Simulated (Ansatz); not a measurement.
A run of Ansatz (development build ahead of 0.2.0) on doublet BO at this shape:

```xyz
2

B     0.0000    0.0000    0.0000
O     0.0000    0.0000    1.6100
```

Its results:

* Converged: yes
* Reference energy: -99.31893 hartree
* Correlation energy: -0.20327 hartree
* Total energy: -99.52219 hartree
* Spin squared of the determinant: 0.750
* Stability test: minimum among restricted orbitals

Forces (eV/Å):
```json
{"atom": "B1", "Fx": "0.000", "Fy": "0.000", "Fz": "5.053"}
{"atom": "O2", "Fx": "0.000", "Fy": "0.000", "Fz": "-5.053"}
```

Q: Which input gives this output? Name the method, the orbitals and the basis set, and write the input.

A: ROHF-MP2 in def2-SVP.

```yaml
crystal:
  periodic: [false, false, false]
  atoms:
    - { symbol: B, position_ang: [0.0, 0.0, 0.0] }
    - { symbol: O, position_ang: [0.0, 0.0, 1.61] }
basis:
  gaussian: { orbitals: def2-SVP }
magnetization:
  initial_magnetization: 1
hamiltonian:
  xc: hf
correlation:
  method: mp2
  frozen_orbitals: { B: 1, O: 1 }
output:
  forces: true
```

Caution: bonds are stretched, where a single reference can fail.
